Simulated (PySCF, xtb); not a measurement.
**Relative energy of two conformers of H3OPSi−**

We compare a, the doublet with the links of `[O-][SiH]P`, with b, the doublet with the links of `[O-][SiH]P`. Both are isolated ions in the gas phase, relaxed with B3LYP-D3(BJ)/def2-SVPD.

a (Å):

```yaml
atoms:
  - { symbol: O, position_ang: [1.9465, -1.3429, -1.4321] }
  - { symbol: P, position_ang: [2.4950, 0.9882, 0.8846] }
  - { symbol: Si, position_ang: [1.4233, 0.1103, -1.0334] }
  - { symbol: H, position_ang: [-0.0719, 0.1851, -0.6800] }
  - { symbol: H, position_ang: [1.7808, 0.2445, 1.8870] }
  - { symbol: H, position_ang: [1.6240, 2.1220, 1.0103] }
```

b (Å):

```xyz
6

O     2.1086   -0.3727   -1.9865
P     2.1094    0.6339    1.2053
Si    1.0893    0.1591   -0.8806
H     0.0563   -0.8716   -0.3759
H     0.9510    1.2378    1.8004
H     2.6807    1.8988    0.8502
```

Question: Which of the two would you expect CCSD(T)/def2-SVPD + ΔMP2/def2-TZVPPD electronic energies to favour?

Answer: CCSD(T)/def2-SVPD + ΔMP2/def2-TZVPPD gives E(b) − E(a) = −4.21 kJ/mol, favouring structure b, but this leans on the basis-set step: CCSD(T) alone gives −4.12 kJ/mol.

The same difference at several levels:

```json
{"level": "B3LYP-D3(BJ)/def2-SVPD", "geometry": "B3LYP-D3(BJ)/def2-SVPD", "E(b) − E(a) (kJ/mol)": "−4.87", "departure from the last row (kJ/mol)": "−0.66", "job, with rough time for the two": "optimisation, 3.5 min"}
{"level": "HF/def2-SVPD", "geometry": "B3LYP-D3(BJ)/def2-SVPD", "E(b) − E(a) (kJ/mol)": "−2.92", "departure from the last row (kJ/mol)": "+1.29", "job, with rough time for the two": "part of the CCSD(T) run"}
{"level": "MP2/def2-SVPD", "geometry": "B3LYP-D3(BJ)/def2-SVPD", "E(b) − E(a) (kJ/mol)": "−4.22", "departure from the last row (kJ/mol)": "0.00", "job, with rough time for the two": "part of the CCSD(T) run"}
{"level": "CCSD(T)/def2-SVPD", "geometry": "B3LYP-D3(BJ)/def2-SVPD", "E(b) − E(a) (kJ/mol)": "−4.12", "departure from the last row (kJ/mol)": "+0.09", "job, with rough time for the two": "single point"}
{"level": "CCSD(T)/def2-SVPD + ΔMP2/def2-TZVPPD", "geometry": "B3LYP-D3(BJ)/def2-SVPD", "E(b) − E(a) (kJ/mol)": "−4.21", "departure from the last row (kJ/mol)": "", "job, with rough time for the two": "single point, 6.1 min"}
```

The largest departure from CCSD(T)/def2-SVPD + ΔMP2/def2-TZVPPD is that of HF/def2-SVPD, 1.29 kJ/mol. Levels run at GFN2-xTB geometries aren't shown. The last row adds to CCSD(T) the change of the MP2 difference between the two basis sets, here −0.09 kJ/mol.

With thermal terms from frequencies at re-optimised GFN2-xTB minima (ideal gas, soft modes damped towards free rotors, one conformer each, 298.15 K, 1 atm): on the last row, ΔE + ΔZPE = −4.17, ΔH = −4.24, ΔG = −3.93 kJ/mol.

Open shells are spin-unrestricted. The correlated steps freeze 11 core orbitals. Programs: PySCF 2.14.0, xtb 6.7.1; the last row on 2 threads of Intel(R) Xeon(R) Platinum 8259CL CPU @ 2.50GHz (Skylake/Cascade Lake) on a shared host.
